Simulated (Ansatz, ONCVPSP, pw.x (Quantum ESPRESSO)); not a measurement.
aluminium (Al): does the ONCV potential hold in the solid?

- Element: aluminium (Al)
- Generator: ONCVPSP 4.0.1.1 (patched build)
- Type: optimised norm-conserving Vanderbilt (ONCV)
- Functional: LDA (Perdew-Wang 92)
- Relativity: scalar-relativistic
- Frozen core: [Ne]
- Valence charge: 3
- Reference configuration: 3s2 3p1
- Partial waves: 3s: rc 1.55 bohr, ncon 4, nbas 9, qcut 3.5 1/bohr, 2 projectors, debl 1.3 Ha; 3p: rc 2.60 bohr, ncon 3, nbas 7, qcut 3.3 1/bohr, 1 projector; d scattering state at 0.37 Ha: rc 2.20 bohr, ncon 3, nbas 6, qcut 4.4 1/bohr, 2 projectors, debl 1 Ha
- Local potential: polynomial inside 1.20 bohr (lpopt 5, dvloc0 0 Ha)
- Core correction: Teter function, fcfact 2.5, rcfact 1.75

Atomic tests: cutoffs needed: 5.7 Ha and 56 Ha (the cutoffs (Ha) at which the residual kinetic energy of the hardest occupied pseudo-wave falls to 1 and 0.1 mHa per electron) The cutoffs count occupied waves only; projector 2 of the s channel, the hardest unoccupied one, needs 104 Ha at the loose tolerance.; ghost test: no bound ghost flagged; GHOST(+) flagged for s at 69.7 eV; largest excitation error: -75 meV (all-electron minus pseudo) for 3s1 3p0, out of 4 test configurations.

Crystal test: sc Al in pw.x 7.5, no spin, 12³ k-points, Fermi–Dirac smearing 0.01 Ry, cutoffs 130/520 Ry. The reference is all-electron LAPW (Ansatz 0.2.0) with the same functional, mesh and smearing; V0 and B0 come from Birch–Murnaghan fits to the pressures at five volumes. Errors are pseudo minus all-electron; Δ is the rms difference of the E(V) curves that follow from these fits, minima aligned, over ±6 % about the mean V0. Mesh and smearing are coarse, so the numbers serve the comparison and aren't converged zero-temperature values; the lattice is a test structure that the element need not adopt.

All-electron: a0 = 2.683 Å (V0 = 19.31 Å³/atom), B0 = 60.7 GPa.

Task: How far does the potential miss the all-electron equation of state?

Result: mean pressure error (GPa): +0.87; a0 (Å): 2.695; a0 error (%): +0.46; B0 error (%): -0.5; Δ (meV/atom): 3.5.

```json
{"V (Å³/atom)": "18.267", "P all-electron (GPa)": "3.82", "P pseudo (GPa)": "4.86"}
{"V (Å³/atom)": "18.747", "P all-electron (GPa)": "1.93", "P pseudo (GPa)": "2.88"}
{"V (Å³/atom)": "19.228", "P all-electron (GPa)": "0.27", "P pseudo (GPa)": "1.14"}
{"V (Å³/atom)": "19.709", "P all-electron (GPa)": "-1.18", "P pseudo (GPa)": "-0.39"}
{"V (Å³/atom)": "20.189", "P all-electron (GPa)": "-2.45", "P pseudo (GPa)": "-1.74"}
```

Task: At the middle volume, how do free energy and pressure move when the wave cutoff is lowered (ecutrho kept at four times it)?

Result:

| cutoff (Ry) | shift of F (meV/atom) | shift of P (GPa) |
| --- | --- | --- |
| 58 | +5.4 | +0.03 |
| 78 | +3.0 | -0.02 |
| 104 | +2.0 | -0.01 |

The run at the middle volume (84 k-points, 6 iterations) took about 37 s on one core of a shared host (Neoverse-N1, 64 threads, 124 GiB, load 54).
